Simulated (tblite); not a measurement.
Compound: C₃H₉P.
Bonds: C1–P2, P2–C3, P2–C4. Hydrogens: H5, H6, H7 on C1; H8, H9, H10 on C3; H11, H12, H13 on C4.

Computed with GFN2-xTB (tblite), gas phase: L-BFGS steps from a force-field or distance-geometry start until the largest atomic force falls under 0.01 eV/Å.

Step 0: E = -367.8429 eV
```
atom  x, y, z in Å  |  force x, y, z in eV/Å
C1     -0.4130    1.5340    0.3930   -0.499   0.659  -0.308
P2     -0.2022   -0.1913    0.9422    0.027  -0.463   1.151
C3      1.5268   -0.5007    0.3784    0.166   0.003  -0.498
C4     -1.1340   -1.0686   -0.3656   -0.391  -0.584  -0.280
H5     -0.1588    1.6599   -0.6531    0.111   0.006  -0.286
H6      0.2012    2.2104    0.9812    0.078  -0.079   0.117
H7     -1.4623    1.8496    0.5192    0.334  -0.223   0.046
H8      1.6512   -0.2245   -0.6738   -0.015  -0.034   0.047
H9      1.7832   -1.5564    0.4926   -0.118   0.136   0.060
H10     2.2221    0.0911    0.9687   -0.052  -0.002   0.101
H11    -0.8222   -0.7692   -1.3603    0.041   0.091  -0.204
H12    -0.9869   -2.1595   -0.2695   -0.001   0.480   0.052
H13    -2.2094   -0.8742   -0.2492    0.320   0.009   0.002
```

Step 1: E = -367.8792 eV
```
atom  x, y, z in Å  |  force x, y, z in eV/Å
C1     -0.4202    1.5435    0.3886   -0.023   0.151  -0.122
P2     -0.2018   -0.1980    0.9586   -0.031  -0.191   0.526
C3      1.5291   -0.5007    0.3713    0.050   0.038  -0.093
C4     -1.1396   -1.0769   -0.3696   -0.035  -0.069  -0.121
H5     -0.1572    1.6600   -0.6572    0.074  -0.009  -0.211
H6      0.2023    2.2093    0.9829    0.026  -0.063   0.059
H7     -1.4575    1.8464    0.5198   -0.019  -0.073   0.057
H8      1.6510   -0.2250   -0.6731   -0.015   0.017  -0.131
H9      1.7815   -1.5545    0.4934   -0.077   0.076   0.032
H10     2.2214    0.0910    0.9701   -0.073  -0.036   0.028
H11    -0.8216   -0.7679   -1.3632    0.013   0.050  -0.068
H12    -0.9869   -2.1527   -0.2687    0.015   0.093   0.042
H13    -2.2048   -0.8740   -0.2492    0.095   0.015   0.002
```

**Question.** Estimate the geometry and energy of step 2. (The exact step hangs on the optimiser's Hessian estimate; all steps are aligned on step 1, rigid shifts and turns removed.)

**Answer.** E = -367.8864 eV, largest force 0.129 eV/Å
```
atom  x, y, z in Å  |  force x, y, z in eV/Å
C1     -0.4212    1.5473    0.3857    0.064  -0.070  -0.032
P2     -0.2024   -0.2024    0.9708   -0.024  -0.026   0.124
C3      1.5304   -0.4999    0.3688   -0.054   0.039  -0.002
C4     -1.1408   -1.0790   -0.3724    0.083   0.084   0.028
H5     -0.1556    1.6598   -0.6619    0.046  -0.029  -0.110
H6      0.2030    2.2079    0.9843    0.015  -0.041   0.028
H7     -1.4575    1.8446    0.5210   -0.059  -0.035   0.038
H8      1.6506   -0.2246   -0.6758   -0.035   0.020  -0.102
H9      1.7798   -1.5527    0.4941   -0.048   0.037   0.016
H10     2.2198    0.0903    0.9708   -0.041  -0.018   0.019
H11    -0.8213   -0.7668   -1.3648    0.019   0.045  -0.025
H12    -0.9866   -2.1502   -0.2678    0.019  -0.026   0.023
H13    -2.2025   -0.8737   -0.2492    0.016   0.019  -0.005
```

The energy changes by -0.0072 eV. The first-order estimate −F·Δx gives -0.0121 eV and the mean of the old and new forces, exact on a quadratic surface, -0.0073 eV. The step makes an angle of 4° with the force vector and moves no atom by more than 0.013 Å.

The cost below is that of the whole relaxation. Time: 0.11 s of wall time. Hardware: Intel Xeon Platinum 8259CL at 2.50 GHz, one thread, no GPU, on a shared host.
